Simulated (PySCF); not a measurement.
## State search for BH

Unrestricted PBE0; B def2-TZVPP, H def2-TZVPP; no relativity (PySCF 2.14). Outer shells of the fragments: B 2s2 2p1; H 1s1.

Followed along the bond (rough minima from three points):

```csv
2Ms+1,unpaired,⟨S²⟩ at the start,R at minimum (Å),Te (eV)
1,none,0.00,1.24,0.00
3,"σ ↑, π ↑",2.00,1.19,0.90
1,"σ ↑, π ↓",1.01,1.21,1.55
```

Solutions found at the starting distance of 1.135 Å, counted from the lowest of them; the search is not exhaustive and high or unbound solutions are not listed, so other states can lie among these:

| 2Ms+1 | unpaired | term | E (eV) | ⟨S²⟩ | ⟨Lz²⟩ | μ (D) |
| --- | --- | --- | --- | --- | --- | --- |
| 1 | none | ¹Σ⁺ | 0.00 | 0.00 | 0.00 | 1.89 |
| 3 | σ ↑, π ↑ | ³Π | 0.82 | 2.00 | 1.00 | 0.24 |
| 1 | σ ↑, π ↓ | mixed | 1.49 | 1.01 | 1.00 | 0.46 |
| 3 | π ↑↑ | ³Σ⁻ | 3.97 | 2.10 | 0.00 | -0.75 |
| 1 | π ↑↓ | mixed | 4.51 | 1.01 | 2.01 | -0.82 |
| 1 | none | mixed | 5.63 | 0.00 | 2.00 | -0.80 |
| 3 | σ ↑↑ | ³Σ⁺ | 6.85 | 2.00 | 0.00 | -2.31 |

A term symbol is given only where ⟨S²⟩ and ⟨Lz²⟩ are close to those of a pure state; real π, δ and φ orbitals otherwise mix terms. A positive dipole means B(−)H(+).

**Question.** Compare the gap between the two lowest followed solutions at the starting distance with the gap between their minima.

**Answer.** At PBE0 the second solution (triplet, unpaired electrons σ ↑, π ↑) lies +0.82 eV from the first (singlet, closed shell) at 1.135 Å and +0.90 eV at the minima; the two curves relax by different amounts, since their minima lie near 1.19 and 1.24 Å.

The measured ground state is X ¹Σ+ (Huber and Herzberg, Constants of Diatomic Molecules (1979)).

Counting both spins, an empty level lies below a filled one in some of these solutions, because spin and occupation are held.
